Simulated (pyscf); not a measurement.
Thermochemistry of product channels of H₂C=C=NH + methyl (CH₃•) on the doublet surface, in kJ/mol, from ωB97M-D3(BJ)/def2-TZVP energies (ideal gas, 1 atm, RRHO with modes under 100 cm⁻¹ raised to 100, one conformer, R ln 2 for chiral ones without a mode under 150 cm⁻¹). Optimised with ωB97X-D3(BJ)/def2-SVP in PySCF.

```json
[
 {"products": "•H₂C–C(CH₃)=NH", "ΔE": "-176.2", "ΔH(298 K)": "-157.4", "ΔG(298 K)": "-113.1", "ΔG(600 K)": "-67.0"},
 {"products": "H₃C–CH₂–CH=N•", "ΔE": "-171.6", "ΔH(298 K)": "-150.7", "ΔG(298 K)": "-107.3", "ΔG(600 K)": "-61.7"}
]
```

The channel to •H₂C–C(CH₃)=NH turns unfavourable between 298 and 1200 K (ΔG from -113.1 kJ/mol to +23.6 kJ/mol). The channel to H₃C–CH₂–CH=N• turns unfavourable between 298 and 1200 K (ΔG from -107.3 kJ/mol to +29.8 kJ/mol).

These are energies of the channels, which say nothing of barriers. H₂C=C=NH lies 108.6 kJ/mol over its isomer H₃C–C≡N (electronic energy, ωB97M-D3(BJ)/def2-TZVP). H₃C–CH₂–CH=N• lies 21.3 kJ/mol over its isomer H₃C–C(CH₃)=N• (electronic energy, ωB97M-D3(BJ)/def2-TZVP).
